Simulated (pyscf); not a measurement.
Single points on ωB97X-D3(BJ)/def2-SVP structures (PySCF, gas phase).

### Question
Estimate the classical barrier height and the reaction energy of H₂S (SMILES S) + F–Sn(Cl)(Cl)–Cl (SMILES [F][Sn]([Cl])([Cl])[Cl]) -> HS–Sn(Cl)(Cl)–Cl (SMILES [SH][Sn]([Cl])([Cl])[Cl]) + HF (SMILES F) at ωB97M-D3(BJ)/def2-TZVP. The step runs on the singlet surface, breaks H–S, F–Sn and forms S–Sn, F–H; take the separated reactants as zero.

### Answer
ΔE‡ = 11.9 kcal/mol, ΔE = -2.9 kcal/mol. Zero-point energy shifts the barrier by +0.5 kcal/mol. It is a four-centre exchange, with an imaginary mode of 686i cm⁻¹. On the reactant side the descent ends in an adduct with a S–Sn contact, 8.5 kcal/mol under the separated species and 15.9 kcal/mol under the saddle at ωB97X-D3(BJ)/def2-TZVP. What is counted as formed (S–Sn) is already present as a longer contact in the reactant adduct; forming that adduct is a step of its own. At ωB97X-D3(BJ) the barrier from the zero used here is 7.4 kcal/mol. One saddle was located; it need not be the lowest between these sides. Elements past Kr carry the def2 core potentials, without spin-orbit coupling.
